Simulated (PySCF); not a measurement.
C₃H₅F.
SMILES with atom numbers: `[CH3:1]/[CH:2]=[CH:3]/[F:4]` (hydrogens: H5, H6, H7 on C1; H8 on C2; H9 on C3)

The calculation used MP2 and CCSD/aug-cc-pVDZ in PySCF, restricted Hartree–Fock reference, frozen core, non-relativistic, gas phase, PBE0-D3(BJ)/def2-SVP geometry.

E(HF) = -215.94891 Eh.

(1) How large is the problem?

(2) What are the MP2 and CCSD correlation energies?

(3) What is the T1 diagnostic?

(4) How does correlation change the dipole moment?

Answers

(1) 137 basis functions and 32 electrons; 4 orbitals frozen, which leaves o = 12 correlated occupied and v = 121 virtual orbitals. That is o·v = 1452 singles and o·v(o·v + 1)/2 = 1054878 distinct closed-shell doubles amplitudes before symmetry; the costliest CCSD step grows as o²v⁴ = 3.1 × 10^10.

(2) MP2 -0.6275 Eh and CCSD -0.6651 Eh, which gives totals of -216.57636 and -216.61401 Eh. That is 0.754 eV for each correlated electron at CCSD (1746 kJ/mol in all, 0.307 % of the total energy); MP2 gives 94.3 % of the CCSD value.

(3) 0.0119, below the customary warning level of 0.02. It is the norm of the spatial-orbital singles amplitudes over the root of the number of correlated electrons, so the norm is 0.058.

(4) HF gives 1.90 D and CCSD (unrelaxed density) 1.68 D, a change of -0.22 D.

No triples correction and no basis-set extrapolation were made.

The job also held the EOM ionisation roots. The run took 1.9 min of wall time on one thread, x86-64 server (shared host).
